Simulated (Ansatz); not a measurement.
**CH4FO: a saddle search, and a look at its input**

Aim: a saddle search from the structure below. Read the input with care, then see what the program makes of it. The step meant is a SN2 substitution at charge -1 and multiplicity 1, which changes C2–O3, F1–C2.

Computed with Ansatz 0.2.0, Gaussian basis. Level: PBE0-D4/def2-SVP.

### 1 The structure

```
F    -0.9067   -0.9567    1.5330
C    -0.2391   -0.1208    0.2138
O     0.4568    0.7870   -1.2192
H    -1.2139    0.1831   -0.1133
H     0.1816   -1.0378   -0.1524
H     0.3151    0.5034    0.8889
H     1.4062    0.6419   -1.1508
```

### 2 The run

The input, run/in.yaml:

```yaml
crystal:
  periodic: [false, false, false]
  atoms:
    - {symbol: F, position_ang: [-0.906700, -0.956700, 1.533000]}
    - {symbol: C, position_ang: [-0.239100, -0.120800, 0.213800]}
    - {symbol: O, position_ang: [0.456800, 0.787000, -1.219200]}
    - {symbol: H, position_ang: [-1.213900, 0.183100, -0.113300]}
    - {symbol: H, position_ang: [0.181600, -1.037800, -0.152400]}
    - {symbol: H, position_ang: [0.315100, 0.503400, 0.888900]}
    - {symbol: H, position_ang: [1.406200, 0.641900, -1.150800]}
basis:
  gaussian: {orbitals: def2-SVP}
hamiltonian: {xc: pbe0, dispersion: d4}
saddle:
  max_steps: 30
  mode_guess:
    - [-0.1052, -0.1230, 0.1965]
    - [0.3817, 0.4303, -0.6856]
    - [-0.1196, -0.1623, 0.2461]
    - [-0.0358, -0.0204, 0.0393]
    - [-0.0152, -0.0650, 0.0540]
    - [-0.0098, -0.0268, 0.0754]
    - [-0.0962, -0.0329, 0.0743]
```

On the command line:

```bash
ansatz run in.yaml --threads 2 --pin off --events-out ev --progress --plain --max-ram 4352MiB
```

Before running it: what results should come out? Wanted: outcome.

The runs gave:

| quantity | value |
| --- | --- |
| outcome | converged |
| fault | wrong charge |
| steps taken | 13 |

**Reading.** The run ended normally, yet its numbers don't answer the question that was meant. The run held 14 alpha and 13 beta electrons. The charge typed is one more than that of the intended reaction, so any result belongs to that ion. The cure: type the charge of the intended reaction.
